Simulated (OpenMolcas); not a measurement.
## How methods differ on Si2NH6 (SMILES N[SiH][SiH3])

Si2NH6: 9 atoms, total charge 0, spin state doublet. As SMILES, `N[SiH][SiH3]`. Geometry: relaxed at PBE0-D4/def2-TZVP. This is one conformer, not always the lowest.

```xyz
9

N    -0.8001    0.8403   -1.4013
Si   -0.4126    0.9021    0.2789
Si    0.6278   -1.0770    0.9625
H    -1.3567    0.0899   -1.7777
H    -0.9209    1.6893   -1.9300
H     0.4616    2.1021    0.4482
H     1.9385   -1.3539    0.3072
H    -0.2824   -2.2170    0.6598
H     0.8333   -1.0219    2.4353
```

Quantity: the dipole moment, in D. The values are calculated.

```tsv
level	kind	program	value (D)	CPU time
UHF/6-311+G**	Hartree–Fock	OpenMolcas	1.42	17 s
USVWN5/6-311+G**	LDA	OpenMolcas	1.77	33 s
U-revPBE/6-311+G**	GGA	OpenMolcas	1.74	53 s
UBLYP/6-311+G**	GGA	OpenMolcas	1.75	51 s
UM06-L/6-311+G**	meta-GGA	OpenMolcas	1.63	64 s
UTPSS/6-311+G**	meta-GGA	OpenMolcas	1.73	66 s
UBHLYP/6-311+G**	global hybrid	OpenMolcas	1.54	60 s
UM06-2X/6-311+G**	hybrid meta-GGA	OpenMolcas	1.47	66 s
```

The values span 1.42 to 1.77 D. Magnitudes only. Times are those of the runs behind each value, whatever else they computed, on shared processors of several kinds: orders of magnitude only.
